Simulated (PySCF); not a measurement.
# LiN: energy against distance

Set-up: Li pcseg-2, N pcseg-2; no relativity (PySCF 2.14). Energies in eV from Li + N in their ground configurations at the same level. State: ³Σ⁻ (triplet), unpaired electrons π ↑↑.

| R (Å) | M06-2X | UHF-CCSD(T) | PW91 |
| --- | --- | --- | --- |
| 1.598 | -1.339 |  | -1.536 |
| 1.672 | -1.563 | -1.258 | -1.764 |
| 1.746 | -1.687 | -1.385 | -1.896 |
| 1.802 | -1.731 | -1.431 | -1.949 |
| 1.858 | -1.742 | -1.446 | -1.971 |
| 1.914 | -1.728 | -1.436 | -1.969 |
| 1.988 | -1.679 | -1.393 | -1.937 |
| 2.081 | -1.582 | -1.307 | -1.865 |
| 2.192 | -1.438 | -1.148 | -1.750 |
| 2.341 | -1.225 |  | -1.572 |

**Question.** Put a parabola through the three lowest points of the M06-2X curve and estimate Re, k and ωe (reduced mass 4.674 u; 1 eV/Å² = 0.16022 mdyn/Å; ωe = 1302.8·√(k/μ) cm⁻¹).

**Answer.** Through R = 1.802, 1.858, 1.914 Å the second-order coefficient is 3.99 eV/Å², so Re ≈ 1.855 Å, k ≈ 1.28 mdyn/Å and ωe ≈ 681 cm⁻¹. A polynomial fit of higher order to the unrounded M06-2X energies gives Re = 1.853 Å, k = 1.35 mdyn/Å, ωe = 699 cm⁻¹; anharmonicity and rounding make the difference.

The higher-order fit for each curve: M06-2X: Re = 1.853 Å, ωe = 699 cm⁻¹, De = 1.74 eV; UHF-CCSD(T): Re = 1.859 Å, ωe = 674 cm⁻¹, De = 1.45 eV; PW91: Re = 1.879 Å, ωe = 641 cm⁻¹, De = 1.97 eV.

Correlated steps freeze 1 core orbital. The state is the lowest determinant that a PBE0 search found; another state may lie lower at other levels.
